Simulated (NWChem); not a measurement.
System: oxygen (O$_{2}$, triplet); SMILES O=O

Parts of the log:

```
             Northwest Computational Chemistry Package (NWChem) 7.3.0
             --------------------------------------------------------

 ORDER OF PRIMARY AXIS IS BEING SET TO 4
 D4H symmetry detected

                             Geometry "geometry" -> ""
                             -------------------------

 Output coordinates in angstroms (scale by  1.889725989 to convert to a.u.)

  No.       Tag          Charge          X              Y              Z
 ---- ---------------- ---------- -------------- -------------- --------------
    1 O                    8.0000     0.00000000     0.00000000     0.59410200
    2 O                    8.0000     0.00000000     0.00000000    -0.59410200

 Effective nuclear repulsion energy (a.u.)      28.5029708164

      Symmetry information
      --------------------

 Group name             D4h
 Group number             28
 Group order              16
 No. of unique centers     1

                                 NWChem DFT Module
                                 -----------------

 Summary of "ao basis" -> "ao basis" (spherical)
 ------------------------------------------------------------------------------
       Tag                 Description            Shells   Functions and Types
 ---------------- ------------------------------  ------  ---------------------
 O                          def2-svp                 6       14   3s2p1d

      Symmetry analysis of basis
      --------------------------

        a1g         6
        a1u         0
        a2g         0
        a2u         6
        b1g         1
        b1u         1
        b2g         1
        b2u         1
        eg          6
        eu          6

            General Information
            -------------------
          SCF calculation type: DFT
          Wavefunction type:  spin polarized.
          No. of atoms     :     2
          No. of electrons :    16
           Alpha electrons :     9
            Beta electrons :     7
          Charge           :     0
          Spin multiplicity:     3
          Use of symmetry is: on ; symmetry adaption is: on
          Maximum number of iterations: 150
          AO basis - number of functions:    28
                     number of shells:    12
          Convergence on energy requested:  1.00D-06
          Convergence on density requested:  1.00D-05
          Convergence on gradient requested:  5.00D-04

              XC Information
              --------------
                         B3LYP Method XC Potential
                     Hartree-Fock (Exact) Exchange  0.200
                        Slater Exchange Functional  0.800 local
                    Becke 1988 Exchange Functional  0.720 non-local
              Lee-Yang-Parr Correlation Functional  0.810
                  VWN I RPA Correlation Functional  0.190 local

             Grid Information
             ----------------
          Grid used for XC integration:  medium
          Radial quadrature: Mura-Knowles
          Angular quadrature: Lebedev.
          Tag              B.-S. Rad. Rad. Pts. Rad. Cut. Ang. Pts.
          ---              ---------- --------- --------- ---------
          O                   0.60       49           5.0       434
          Grid pruning is: on
          Number of quadrature shells:    49
          Spatial weights used:  Erf1

      Superposition of Atomic Density Guess
      -------------------------------------

 Sum of atomic energies:        -149.38230774

      Non-variational initial energy
      ------------------------------

 Total energy =    -149.531110
 1-e energy   =    -262.845735
 2-e energy   =      84.811654
 HOMO         =      -0.185809
 LUMO         =      -0.185809

 !!!!!!!!!!!!!!!!!!!!!!!!!!!!!!!!!!!!!!!!!!!!!!!!!!!!!!!!!!!!!!!!!!!!!!
 Warning - the HOMO and LUMO are degenerate and you are using symmetry.
 This can lead to non-variational energies and poor convergence.
 Modify the initial guess, or use an open-shell wavefunction, or turn
 off symmetry.
 !!!!!!!!!!!!!!!!!!!!!!!!!!!!!!!!!!!!!!!!!!!!!!!!!!!!!!!!!!!!!!!!!!!!!!

   Symmetry analysis of molecular orbitals - initial alpha
   -------------------------------------------------------

 !! scf_movecs_sym_adapt:    4 vectors were symmetry contaminated

  Symmetry fudging

 !! scf_movecs_sym_adapt:    2 vectors were symmetry contaminated

  Numbering of irreducible representations:

     1 a1g         2 a1u         3 a2g         4 a2u         5 b1g
     6 b1u         7 b2g         8 b2u         9 eg         10 eu

  Orbital symmetries:

     1 a1g         2 a2u         3 a1g         4 a2u         5 eu
     6 eu          7 a1g         8 eg          9 eg         10 a2u
    11 a1g        12 a2u        13 eu         14 eu         15 a1g
    16 eg         17 eg         18 a2u        19 eu

   Symmetry analysis of molecular orbitals - initial beta
   ------------------------------------------------------

 !! scf_movecs_sym_adapt:    4 vectors were symmetry contaminated

  Symmetry fudging

 !! scf_movecs_sym_adapt:    2 vectors were symmetry contaminated

  Numbering of irreducible representations:

     1 a1g         2 a1u         3 a2g         4 a2u         5 b1g
     6 b1u         7 b2g         8 b2u         9 eg         10 eu

  Orbital symmetries:

     1 a1g         2 a2u         3 a1g         4 a2u         5 eu
     6 eu          7 a1g         8 eg          9 eg         10 a2u
    11 a1g        12 a2u        13 eu         14 eu         15 a1g
    16 eg         17 eg         18 a2u        19 eu

     ---------------------------------------------
      Total Density - Mulliken Population Analysis
     ---------------------------------------------

    Atom       Charge   Shell Charges
 -----------   ------   -------------------------------------------------------
    1 O    8     8.00   1.99  1.13  0.74  2.57  1.55  0.02
    2 O    8     8.00   1.99  1.13  0.74  2.57  1.55  0.02

     --------------------------------------------
      Spin Density - Mulliken Population Analysis
     --------------------------------------------

    Atom       Charge   Shell Charges
 -----------   ------   -------------------------------------------------------
    1 O    8     1.00   0.00  0.00  0.00  0.63  0.36  0.00
    2 O    8     1.00   0.00  0.00  0.00  0.63  0.36  0.00

   convergence    iter        energy       DeltaE   RMS-Dens  Diis-err
 ---------------- ----- ----------------- --------- --------- ---------
 d= 0,ls=0.0,diis     1   -150.1593488882 -1.79D+02  1.35D-02  1.64D-01
                                                     6.24D-03  7.63D-02
 d= 0,ls=0.0,diis     2   -150.1854577006 -2.61D-02  4.92D-03  5.10D-02
                                                     4.34D-03  4.86D-02
 d= 0,ls=0.0,diis     3   -150.2043537539 -1.89D-02  8.27D-04  7.84D-04
                                                     2.13D-04  1.20D-04
 d= 0,ls=0.0,diis     4   -150.2045670095 -2.13D-04  7.36D-05  1.13D-05
                                                     1.54D-04  2.74D-05
 d= 0,ls=0.0,diis     5   -150.2045757416 -8.73D-06  3.32D-05  7.46D-07
                                                     1.88D-05  2.36D-07
 d= 0,ls=0.0,diis     6   -150.2045760526 -3.11D-07  6.85D-07  6.50D-10
                                                     8.58D-07  7.92D-10

         Total DFT energy =     -150.204576052554
      One electron energy =     -262.569571586949
           Coulomb energy =      100.915947207047
    Exchange-Corr. energy =      -17.053922489095
 Nuclear repulsion energy =       28.502970816443

 Numeric. integr. density =       15.999999974263

                  Occupations of the irreducible representations
                  ----------------------------------------------

                     irrep           alpha         beta
                     --------     --------     --------
                     a1g               3.0          3.0
                     a1u               0.0          0.0
                     a2g               0.0          0.0
                     a2u               2.0          2.0
                     b1g               0.0          0.0
                     b1u               0.0          0.0
                     b2g               0.0          0.0
                     b2u               0.0          0.0
                     eg                2.0          0.0
                     eu                2.0          2.0

                    DFT Final Alpha Molecular Orbital Analysis
                    ------------------------------------------

 Vector    7  Occ=1.000000D+00  E=-5.512572D-01  Symmetry=a1g
              MO Center= -1.5D-15, -2.5D-15,  3.3D-16, r^2= 1.1D+00
   Bfn.  Coefficient  Atom+Function         Bfn.  Coefficient  Atom+Function
  ----- ------------  ---------------      ----- ------------  ---------------
     6      0.469325  1 O  pz                20     -0.469325  2 O  pz
     3      0.249484  1 O  s                 17      0.249484  2 O  s
     9      0.217856  1 O  pz                23     -0.217856  2 O  pz
     2      0.140863  1 O  s                 16      0.140863  2 O  s
     1      0.077476  1 O  s                 15      0.077476  2 O  s

 Vector    8  Occ=1.000000D+00  E=-3.032989D-01  Symmetry=eg
              MO Center= -3.9D-17,  9.3D-18, -1.6D-15, r^2= 9.1D-01
   Bfn.  Coefficient  Atom+Function         Bfn.  Coefficient  Atom+Function
  ----- ------------  ---------------      ----- ------------  ---------------
     5      0.527961  1 O  py                19     -0.527961  2 O  py
     8      0.380498  1 O  py                22     -0.380498  2 O  py
     4      0.117045  1 O  px                18     -0.117045  2 O  px
     7      0.084353  1 O  px                21     -0.084353  2 O  px

 Vector    9  Occ=1.000000D+00  E=-3.032989D-01  Symmetry=eg
              MO Center=  1.0D-17, -1.6D-17,  4.3D-17, r^2= 9.1D-01
   Bfn.  Coefficient  Atom+Function         Bfn.  Coefficient  Atom+Function
  ----- ------------  ---------------      ----- ------------  ---------------
     4      0.527961  1 O  px                18     -0.527961  2 O  px
     7      0.380498  1 O  px                21     -0.380498  2 O  px
     5     -0.117045  1 O  py                19      0.117045  2 O  py
     8     -0.084353  1 O  py                22      0.084353  2 O  py

 Vector   10  Occ=0.000000D+00  E= 2.405050D-01  Symmetry=a2u
              MO Center= -1.5D-17, -1.5D-17,  5.8D-16, r^2= 1.1D+00
   Bfn.  Coefficient  Atom+Function         Bfn.  Coefficient  Atom+Function
  ----- ------------  ---------------      ----- ------------  ---------------
     3      1.092925  1 O  s                 17     -1.092925  2 O  s
     9     -1.048821  1 O  pz                23     -1.048821  2 O  pz
     6     -0.522936  1 O  pz                20     -0.522936  2 O  pz
     2      0.329004  1 O  s                 16     -0.329004  2 O  s
     1      0.132144  1 O  s                 15     -0.132144  2 O  s

 Vector   11  Occ=0.000000D+00  E= 7.183573D-01  Symmetry=a1g
              MO Center=  2.4D-15,  2.0D-15, -2.0D-15, r^2= 1.6D+00
   Bfn.  Coefficient  Atom+Function         Bfn.  Coefficient  Atom+Function
  ----- ------------  ---------------      ----- ------------  ---------------
     2      1.144380  1 O  s                 16      1.144380  2 O  s
     3     -0.991632  1 O  s                 17     -0.991632  2 O  s
     1      0.215863  1 O  s                 15      0.215863  2 O  s
     6      0.121262  1 O  pz                20     -0.121262  2 O  pz
     9     -0.052629  1 O  pz                23      0.052629  2 O  pz

 Vector   12  Occ=0.000000D+00  E= 8.057634D-01  Symmetry=eu
              MO Center= -1.7D-15,  5.4D-16,  3.5D-17, r^2= 1.5D+00
   Bfn.  Coefficient  Atom+Function         Bfn.  Coefficient  Atom+Function
  ----- ------------  ---------------      ----- ------------  ---------------
     4      0.631477  1 O  px                18      0.631477  2 O  px
     7     -0.605024  1 O  px                21     -0.605024  2 O  px
     5     -0.196150  1 O  py                19     -0.196150  2 O  py
     8      0.187933  1 O  py                22      0.187933  2 O  py
    13      0.034436  1 O  d  1              27     -0.034436  2 O  d  1

                     DFT Final Beta Molecular Orbital Analysis
                     -----------------------------------------

 Vector    5  Occ=1.000000D+00  E=-5.106383D-01  Symmetry=a1g
              MO Center= -1.4D-31,  4.0D-32, -7.9D-17, r^2= 1.2D+00
   Bfn.  Coefficient  Atom+Function         Bfn.  Coefficient  Atom+Function
  ----- ------------  ---------------      ----- ------------  ---------------
     6      0.458301  1 O  pz                20     -0.458301  2 O  pz
     3      0.267672  1 O  s                 17      0.267672  2 O  s
     9      0.223133  1 O  pz                23     -0.223133  2 O  pz
     2      0.140358  1 O  s                 16      0.140358  2 O  s
     1      0.080761  1 O  s                 15      0.080761  2 O  s

 Vector    6  Occ=1.000000D+00  E=-4.696620D-01  Symmetry=eu
              MO Center= -5.5D-17, -1.4D-16,  1.5D-15, r^2= 8.4D-01
   Bfn.  Coefficient  Atom+Function         Bfn.  Coefficient  Atom+Function
  ----- ------------  ---------------      ----- ------------  ---------------
     5      0.401225  1 O  py                19      0.401225  2 O  py
     8      0.259302  1 O  py                22      0.259302  2 O  py
     4      0.183009  1 O  px                18      0.183009  2 O  px
     7      0.118274  1 O  px                21      0.118274  2 O  px
    11     -0.031861  1 O  d -1              25      0.031861  2 O  d -1

 Vector    7  Occ=1.000000D+00  E=-4.696620D-01  Symmetry=eu
              MO Center=  3.8D-15, -2.2D-15,  1.5D-15, r^2= 8.4D-01
   Bfn.  Coefficient  Atom+Function         Bfn.  Coefficient  Atom+Function
  ----- ------------  ---------------      ----- ------------  ---------------
     4      0.401225  1 O  px                18      0.401225  2 O  px
     7      0.259302  1 O  px                21      0.259302  2 O  px
     5     -0.183009  1 O  py                19     -0.183009  2 O  py
     8     -0.118274  1 O  py                22     -0.118274  2 O  py
    13      0.031861  1 O  d  1              27     -0.031861  2 O  d  1

 Vector    8  Occ=0.000000D+00  E=-1.067792D-01  Symmetry=eg
              MO Center= -1.1D-17,  4.4D-17, -1.8D-15, r^2= 9.8D-01
   Bfn.  Coefficient  Atom+Function         Bfn.  Coefficient  Atom+Function
  ----- ------------  ---------------      ----- ------------  ---------------
     5      0.429717  1 O  py                19     -0.429717  2 O  py
     8      0.379271  1 O  py                22     -0.379271  2 O  py
     4      0.267626  1 O  px                18     -0.267626  2 O  px
     7      0.236208  1 O  px                21     -0.236208  2 O  px

 Vector    9  Occ=0.000000D+00  E=-1.067792D-01  Symmetry=eg
              MO Center=  5.8D-16, -8.0D-16, -1.5D-15, r^2= 9.8D-01
   Bfn.  Coefficient  Atom+Function         Bfn.  Coefficient  Atom+Function
  ----- ------------  ---------------      ----- ------------  ---------------
     4      0.429717  1 O  px                18     -0.429717  2 O  px
     7      0.379271  1 O  px                21     -0.379271  2 O  px
     5     -0.267626  1 O  py                19      0.267626  2 O  py
     8     -0.236208  1 O  py                22      0.236208  2 O  py

[...]

                         DFT ENERGY GRADIENTS

    atom               coordinates                        gradient
                 x          y          z           x          y          z
   1 O       0.000000   0.000000   1.122690    0.000000   0.000000  -0.020217
   2 O       0.000000   0.000000  -1.122690    0.000000  -0.000000   0.020217
```

Level: B3LYP/def2-SVP, spin-unrestricted. Structure relaxed at the PBE0/def2-SVP, spin-unrestricted level. No stability test was run on the SCF state.

Problem. Write an input that gives this output.

Solution. One answer among several that fit: the input that was run:
```
start job
memory heap 200 mb stack 900 mb global 1100 mb
geometry units angstroms noautoz
  O      0.000000     0.000000     0.594102
  O      0.000000     0.000000    -0.594102
end
basis spherical
  O library def2-svp
end
dft
  odft
  mult 3
  xc b3lyp
  iterations 150
  mulliken
end
task dft gradient
```
